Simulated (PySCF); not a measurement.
PySCF input (HF/def2-SVPD):

```python
import numpy as np, basis_set_exchange as bse
from pyscf import gto, scf, dft, df

basis = {'H': gto.basis.parse(bse.get_basis('def2-SVPD', elements=['H'], fmt='nwchem'))}
mol = gto.M(
    atom='''
    H    -0.00000000   -0.00000000   -0.37201156
    H     0.00000000    0.00000000    0.37201156
    ''',
    basis=basis,
    charge=0,
    verbose=4,
    max_memory=8640,
)
mf = scf.RHF(mol)
mf = mf.density_fit(auxbasis=df.autoaux(mol))
mf.conv_tol = 1e-9
mf.max_cycle = 100
print('smallest overlap eigenvalue', np.linalg.eigvalsh(mol.intor('int1e_ovlp'))[0])
mf.kernel()
dip = mf.dip_moment()
```

Output:

```
PySCF version 2.14.0

[INPUT] verbose = 4
[INPUT] num. atoms = 2
[INPUT] num. electrons = 2
[INPUT] charge = 0
[INPUT] spin (= nelec alpha-beta = 2S) = 0
[INPUT] symmetry False subgroup None
[INPUT] Mole.unit = angstrom
[INPUT] Symbol           X                Y                Z      unit          X                Y                Z       unit  Magmom
[INPUT]  1 H      0.000000000000   0.000000000000  -0.372011560000 AA    0.000000000000   0.000000000000  -0.702999963572 Bohr   0.0
[INPUT]  2 H      0.000000000000   0.000000000000   0.372011560000 AA    0.000000000000   0.000000000000   0.702999963572 Bohr   0.0

nuclear repulsion = 0.711237590197466
number of shells = 8
number of NR pGTOs = 20
number of NR cGTOs = 16
basis = {'H': [[0, [13.010701, 0.019682158], [1.9622572, 0.13796524], [0.44453796, 0.47831935]], [0, [0.12194962, 1.0]], [1, [0.8, 1.0]], [1, [0.1170409905, 1.0]]]}
ecp = {}
ETB for H: l = 0, exps = 0.234081981 * 1.8^n , n = 0..9
ETB for H: l = 1, exps = 0.234081981 * 2^n , n = 0..3
ETB for H: l = 2, exps = 0.234081981 * 2.2^n , n = 0..3
smallest overlap eigenvalue 0.000426488825180824

******** <class 'pyscf.df.df_jk.DFRHF'> ********
method = DFRHF
initial guess = minao
damping factor = 0
level_shift factor = 0
DIIS = <class 'pyscf.scf.diis.CDIIS'>
diis_start_cycle = 1
diis_space = 8
diis_damp = 0
SCF conv_tol = 1e-09
SCF conv_tol_grad = None
SCF max_cycles = 100
direct_scf = False
Set gradient conv threshold to 3.16228e-05
Initial guess from minao.
******** <class 'pyscf.df.df.DF'> ********
auxbasis = {'H': [[0, [np.float64(46.43233563909567), 1]], [0, [np.float64(25.795742021719818), 1]], [0, [np.float64(14.33096778984434), 1]], [0, [np.float64(7.961648772135745), 1]], [0, [np.float64(4.42313820674208), 1]], [0, [np.float64(2.4572990037456), 1]], [0, [np.float64(1.365166113192), 1]], [0, [np.float64(0.75842561844), 1]], [0, [np.float64(0.4213475658), 1]], [0, [np.float64(0.234081981), 1]], [1, [np.float64(1.872655848), 1]], [1, [np.float64(0.936327924), 1]], [1, [np.float64(0.468163962), 1]], [1, [np.float64(0.234081981), 1]], [2, [np.float64(2.4925049336880005), 1]], [2, [np.float64(1.1329567880400002), 1]], [2, [np.float64(0.5149803582), 1]], [2, [np.float64(0.234081981), 1]]]}
init E= -0.811605264609391
  HOMO = -0.552465120378614  LUMO = 0.128716319995884  gap/eV = 18.53589
cycle= 1 E= -1.12792770014841  delta_E= -0.316  |g|= 0.0447  |ddm|= 0.57
  HOMO = -0.598642377534947  LUMO = 0.153304243935146  gap/eV = 20.46151
cycle= 2 E= -1.12890029216633  delta_E= -0.000973  |g|= 0.00732  |ddm|= 0.0471
  HOMO = -0.591362262411893  LUMO = 0.156019663245696  gap/eV = 20.33730
cycle= 3 E= -1.12893404144781  delta_E= -3.37e-05  |g|= 0.000623  |ddm|= 0.0122
  HOMO = -0.591125550336344  LUMO = 0.156154310329347  gap/eV = 20.33452
cycle= 4 E= -1.1289342900849  delta_E= -2.49e-07  |g|= 3.79e-05  |ddm|= 0.00155
  HOMO = -0.59113801460081  LUMO = 0.156154636796989  gap/eV = 20.33487
cycle= 5 E= -1.12893429085895  delta_E= -7.74e-10  |g|= 1.29e-06  |ddm|= 8.8e-05
  HOMO = -0.591136804594971  LUMO = 0.156154306650441  gap/eV = 20.33483
Extra cycle  E= -1.12893429085992  delta_E= -9.66e-13  |g|= 2.53e-07  |ddm|= 1.76e-06
converged SCF energy = -1.12893429085992
Dipole moment(X, Y, Z, Debye):  0.00000,  0.00000, -0.00000
```
